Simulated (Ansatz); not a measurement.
NH$_{3}$ beside CH$_{3}$Cl: one fragment in the basis of the whole pair (the partner's atoms are ghosts).

The input file, in.yaml:

```yaml
crystal:
  periodic: [false, false, false]
  atoms:
    - {symbol: C, position_ang: [-0.030524, 0.217126, 1.592808]}
    - {symbol: Cl, position_ang: [-0.492534, -1.485299, 1.351831]}
    - {symbol: H, position_ang: [-0.847358, 0.720447, 2.104786]}
    - {symbol: H, position_ang: [0.147190, 0.652200, 0.610528]}
    - {symbol: H, position_ang: [0.869482, 0.240663, 2.202808]}
basis:
  gaussian:
    orbitals: "def2-TZVPPD.json"
    ghost_atoms:
      - {symbol: N, position_ang: [0.130838, 0.106330, -1.766174]}
      - {symbol: H, position_ang: [-0.146866, -0.786028, -1.372629]}
      - {symbol: H, position_ang: [-0.597263, 0.389654, -2.410195]}
      - {symbol: H, position_ang: [0.967136, -0.055090, -2.313664]}
hamiltonian: {xc: pbe0, dispersion: d4}
```

The basis file named in the input lies beside it (Basis Set Exchange, JSON).

Run by:

```bash
ansatz run in.yaml --threads 4 --pin off --events-out ev --progress --plain --max-ram 9574MiB
```

Output of Ansatz 0.2.0:

```
Functional definition: PBE0
  name "PBE0"
  cite "Adamo & Barone, J. Chem. Phys. 110, 6158 (1999) doi:10.1063/1.478522"
  cite "Perdew, Burke & Ernzerhof, Phys. Rev. Lett. 77, 3865 (1996) doi:10.1103/PhysRevLett.77.3865"
  parent pbe
  parameter a = 0.25
  parameter kappa = 0.804
  parameter beta = 0.06672455060314922
  exchange = (1 - a)*pbe_x(kappa = kappa, mu = beta*pi^2/3) + a*exact_x
  correlation = pbe_c(beta = beta)
1018 factors; their error is unknown
mean field evaluation 1: about -13601.1509 eV, gradient 3.5e1 eV
mean field evaluation 2: about -13599.9465 eV, gradient 4.0e1 eV
mean field evaluation 4: about -13603.9548 eV, gradient 8.1e-1 eV
mean field evaluation 8: about -13603.9823 eV, gradient 3.8e-1 eV
mean field -13603.98242960 eV, -499.9371331775 hartree, gradient 6.6e-5 eV, S^2 0.000000; 0 other end points of the search recorded, 0 dependent functions left out
reference -13603.98246793 eV, -499.9371345861 hartree; 13, 13 occupied and 214, 214 virtual orbitals, 1018 factors
Total energy: -13604.02349706 eV, -499.9386423788 hartree
```

The run took about 1.5 s on 4 CPU threads of an Intel Xeon Platinum 8259CL (shared host).
